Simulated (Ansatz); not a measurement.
Geometry optimisation, RKS PBE0/6-31G* (Ansatz).

Input file:

```yaml
crystal:
  periodic: [false, false, false]
  atoms:
    - { symbol: B, position_ang: [-0.031406, -0.548622, -0.235309] }
    - { symbol: H, position_ang: [-0.000526, 0.556725, 1.884506] }
    - { symbol: H, position_ang: [0.930638, 0.143759, -0.436309] }
    - { symbol: C, position_ang: [-1.427187, -0.011367, -0.705403] }
    - { symbol: H, position_ang: [-2.309678, -0.532357, -0.318965] }
    - { symbol: H, position_ang: [-1.549068, 1.069159, -0.569061] }
    - { symbol: H, position_ang: [-1.422249, -0.16987, -1.798202] }
    - { symbol: Si, position_ang: [0.189747, -2.383458, 0.466998] }
    - { symbol: H, position_ang: [-0.311542, -3.380189, -0.528616] }
    - { symbol: H, position_ang: [1.590038, -2.781724, 0.794182] }
    - { symbol: H, position_ang: [-0.619077, -2.599306, 1.706386] }
    - { symbol: H, position_ang: [-0.03859, -0.152551, 1.908893] }
basis:
  gaussian: { orbitals: "6-31G*" }
hamiltonian:
  xc: pbe0
relax:
  f_tol: 0.03
  max_steps: 50
output:
  orbitals: {}
```

Command:

```bash
$ ansatz run input.yaml --threads 1 --pin off --max-ram 2048MiB --backend cpu --events-out ev --progress --plain --runs-dir out
```

Problem. Where does it end, and by what steps?

Solution. The forces met the threshold. The force dipped under the threshold on the way, but the program's further checks kept it going. After 13 steps the energy has fallen by 0.098 eV; H12 moved furthest, 0.78 Å.

```tsv
step	energy less start (eV)	largest force component (eV/Å)	accepted
0	0.0000	1.548	yes
1	-0.0723	0.293	yes
2	-0.0843	0.487	yes
3	-0.0942	0.156	yes
4	-0.0963	0.025	yes
5	-0.0968	0.022	yes
6	-0.0971	0.082	yes
7	-0.0973	0.043	yes
8	-0.0976	0.032	yes
9	-0.0974	0.151	no
10	-0.0974	0.049	no
11	-0.0977	0.008	yes
12	-0.0976	0.130	no
13	-0.0979	0.026	yes
```

```xyz
12
Properties=species:S:1:pos:R:3
B -0.050 -0.624 -0.357
H 0.235 0.884 2.195
H 0.909 0.079 -0.539
C -1.448 -0.077 -0.786
H -2.322 -0.621 -0.415
H -1.571 0.995 -0.589
H -1.457 -0.169 -1.887
Si 0.189 -2.504 0.367
H -0.292 -3.490 -0.652
H 1.589 -2.878 0.724
H -0.659 -2.706 1.583
H -0.122 0.321 2.528
```

Run time: 31 s on 1 thread of AMD EPYC 7B13 (Zen 3), with other jobs on the host, peak memory 0.16 GiB.
